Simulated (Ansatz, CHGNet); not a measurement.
# Rock-salt NaF, elastic constant C11

Reference value: 108 GPa (measured, 4 K, no zero-point or thermal correction; as tabulated in X. Wang et al., RSC Advances (2016)).

**Question.** Which of these levels comes closest to the reference?
A. Hartree–Fock (Ansatz, a program for electronic structure)
B. CHGNet 0.3.0 (CHGNet)
C. r²SCAN0 (Ansatz)
D. LC-ωPBE (Ansatz)

**Answer.** A, Hartree–Fock (Ansatz)

| level (code) | value (GPa) | cell (Å³/atom) | difference (%) |
|---|---|---|---|
| CHGNet 0.3.0 (CHGNet) | 95.9 | 12.99 | -11.2 |
| LC-ωPBE (Ansatz) | 98.3 | 12.63 | -9.0 |
| r²SCAN0 (Ansatz) | 123 | 11.89 | +13.9 |
| Hartree–Fock (Ansatz) | 105 | 12.33 | -2.8 |

The best agreement in this table is that of Hartree–Fock (-2.8 %). r²SCAN0 (+13.9 %) misses by most. Of these only Hartree–Fock lands within 5 %.

The measured value isn't corrected to a static lattice, so vibrations enter the comparison.  Each level is taken at its own relaxed cell. Cutoffs differ between the levels. Ansatz's density-functional and Hartree–Fock values are scalar-relativistic unless marked +SOC, with PAW data made under PBE.

Machine-learned potentials (CHGNet 0.3.0) are trained on DFT data, which may include these solids.

Differences are worked out from the printed values.
